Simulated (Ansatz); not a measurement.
Process, species as SMILES: ClO (OH-Cl) → HClO+ (doublet, bonded as OCl) + e-
B3LYP-D3(BJ)/def2-TZVP geometries, fixed; electronic energies without zero-point terms.
Largest species:
```
O
H 1 0.9686
Cl 1 1.7015 2 103.27
```

Basis-set convergence of the adiabatic ionisation energy at r2SCAN with Ansatz (a quantum-chemistry and plane-wave program). Cartesian d functions, on some or all atoms, in 6-31G*, 6-31+G*, 6-311G**, 6-311+G**; all else is spherical. Open shells are unrestricted. No added dispersion term, no relativity. Functions are those of the species that has most. Reference: the value in pcseg-4, 10.825 eV, itself unsure by roughly 0.004 eV (its mean distance from aug-pcseg-3, aug-cc-pV(Q+d)Z, cc-pV(5+d)Z). Deviations are taken from unrounded values.

```json
[
 {"basis": "6-31G*", "functions": "36", "adiabatic ionisation energy (eV)": "10.839"},
 {"basis": "6-31+G*", "functions": "44", "adiabatic ionisation energy (eV)": "10.974"},
 {"basis": "def2-SVP", "functions": "37", "adiabatic ionisation energy (eV)": "10.897"},
 {"basis": "def2-SVPD", "functions": "58", "adiabatic ionisation energy (eV)": "11.094"},
 {"basis": "pcseg-1", "functions": "37", "adiabatic ionisation energy (eV)": "11.050"},
 {"basis": "aug-pcseg-1", "functions": "59", "adiabatic ionisation energy (eV)": "11.041"},
 {"basis": "cc-pV(D+d)Z", "functions": "42", "adiabatic ionisation energy (eV)": "10.828"},
 {"basis": "aug-cc-pV(D+d)Z", "functions": "64", "adiabatic ionisation energy (eV)": "10.948"},
 {"basis": "6-311G**", "functions": "51", "adiabatic ionisation energy (eV)": "10.943"},
 {"basis": "6-311+G**", "functions": "59", "adiabatic ionisation energy (eV)": "11.026"},
 {"basis": "def2-TZVP", "functions": "74", "adiabatic ionisation energy (eV)": "10.815"},
 {"basis": "def2-TZVPD", "functions": "95", "adiabatic ionisation energy (eV)": "10.840"},
 {"basis": "pcseg-2", "functions": "78", "adiabatic ionisation energy (eV)": "10.881"},
 {"basis": "aug-pcseg-2", "functions": "119", "adiabatic ionisation energy (eV)": "10.865"},
 {"basis": "cc-pV(T+d)Z", "functions": "83", "adiabatic ionisation energy (eV)": "10.798"},
 {"basis": "aug-cc-pV(T+d)Z", "functions": "124", "adiabatic ionisation energy (eV)": "10.842"},
 {"basis": "def2-TZVPP", "functions": "87", "adiabatic ionisation energy (eV)": "10.821"},
 {"basis": "def2-TZVPPD", "functions": "108", "adiabatic ionisation energy (eV)": "10.844"},
 {"basis": "cc-pV(Q+d)Z", "functions": "149", "adiabatic ionisation energy (eV)": "10.809"},
 {"basis": "aug-cc-pV(Q+d)Z", "functions": "215", "adiabatic ionisation energy (eV)": "10.830"},
 {"basis": "def2-QZVPP", "functions": "157", "adiabatic ionisation energy (eV)": "10.821"},
 {"basis": "def2-QZVPPD", "functions": "178", "adiabatic ionisation energy (eV)": "10.829"},
 {"basis": "pcseg-3", "functions": "157", "adiabatic ionisation energy (eV)": "10.828"},
 {"basis": "aug-pcseg-3", "functions": "223", "adiabatic ionisation energy (eV)": "10.829"}
]
```

What the diffuse functions change, pair by pair:
- 6-31G* to 6-31+G*: 8 more functions, deviation 0.014 to 0.149 eV
- def2-SVP to def2-SVPD: 21 more functions, deviation 0.072 to 0.269 eV
- pcseg-1 to aug-pcseg-1: 22 more functions, deviation 0.225 to 0.216 eV
- cc-pV(D+d)Z to aug-cc-pV(D+d)Z: 22 more functions, deviation 0.004 to 0.124 eV
- 6-311G** to 6-311+G**: 8 more functions, deviation 0.118 to 0.201 eV
- def2-TZVP to def2-TZVPD: 21 more functions, deviation -0.010 to 0.015 eV
- pcseg-2 to aug-pcseg-2: 41 more functions, deviation 0.056 to 0.040 eV
- cc-pV(T+d)Z to aug-cc-pV(T+d)Z: 41 more functions, deviation -0.027 to 0.017 eV
- def2-TZVPP to def2-TZVPPD: 21 more functions, deviation -0.004 to 0.019 eV
- cc-pV(Q+d)Z to aug-cc-pV(Q+d)Z: 66 more functions, deviation -0.016 to 0.005 eV
- def2-QZVPP to def2-QZVPPD: 21 more functions, deviation -0.004 to 0.004 eV
- pcseg-3 to aug-pcseg-3: 66 more functions, deviation 0.003 to 0.004 eV

They bring the value nearer the reference by more than 0.004 eV in 4 of 12 pairs.
